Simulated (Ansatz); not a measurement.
Two shapes of doublet C3H5.

Shape 1:

```xyz
8

C     0.0000    0.0000   -0.4419
C     0.0000    1.2299    0.1960
C     0.0000   -1.2299    0.1960
H     0.0000    0.0000   -1.5389
H     0.0000    2.1641   -0.3691
H     0.0000    1.2985    1.2879
H     0.0000   -2.1641   -0.3691
H     0.0000   -1.2985    1.2879
```

Shape 2:

```xyz
8

C     0.0200   -0.0446   -0.4311
C    -0.0087    1.2566    0.1547
C    -0.0216   -1.2571    0.1601
H    -0.0208    0.0168   -1.5811
H     0.0250    2.1212   -0.3745
H     0.0076    1.2556    1.3124
H     0.0086   -2.1999   -0.3353
H    -0.0088   -1.2545    1.2658
```

Basis set: cc-pVDZ (spherical functions). Correlated methods keep 3 orbitals frozen. Charge 0, multiplicity 2.

Computed with Ansatz (development build ahead of 0.2.0); each method stands on the lowest determinant of its kind that the runs found.

(1) Which shape is lower in energy, and by how much in each method?

Results:

(1)

```tsv
method	E(2) − E(1) (eV)
UHF	0.421
UHF-MP2	0.392
```

Shape 1 is lower. Caution: the unrestricted determinant is spin contaminated.
